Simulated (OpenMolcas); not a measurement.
# SiF2 (SMILES F[Si]F): how far must the basis set go?

SiF2: 3 atoms, total charge 0, spin state singlet. As SMILES, `F[Si]F`. The coordinates come from a PBE0-D4/def2-TZVP relaxation.

```jsonl
{"atom": "F", "x (Å)": "0.1663", "y (Å)": "1.2468", "z (Å)": "0.2294"}
{"atom": "Si", "x (Å)": "-0.5949", "y (Å)": "-0.0464", "z (Å)": "-0.3301"}
{"atom": "F", "x (Å)": "0.4286", "y (Å)": "-1.2004", "z (Å)": "0.1007"}
```

Program: OpenMolcas 26.06. Method: CASPT2(18,12) (DKH2, RICD fitting, ipea shift 0.25 Eh, pt2 variant SS). Swept: basis set. Watched: the dipole moment (CASSCF density). Each run: energy, 4 core orbitals frozen. Hardware: 1 thread of Intel Xeon Platinum 8488C (Sapphire Rapids), shared host.

The last row is the best point of the sweep, not the limit.

```tsv
basis set	basis functions	value (D)	from the best (D)	wall time
ANO-RCC-VDZ	31	1.9058	+0.8560	39 s
ANO-RCC-VDZP	46	1.3801	+0.3302	43 s
ANO-RCC-VTZP	94	1.0403	-0.0095	2.6 min
ANO-RCC-VQZP	169	1.0498	0.0000	99 s
```

Question: For a target of 0.02 D, where can one stop?

Answer: ANO-RCC-VTZP: it is 0.0095 D off, though it saves no time worth having here.
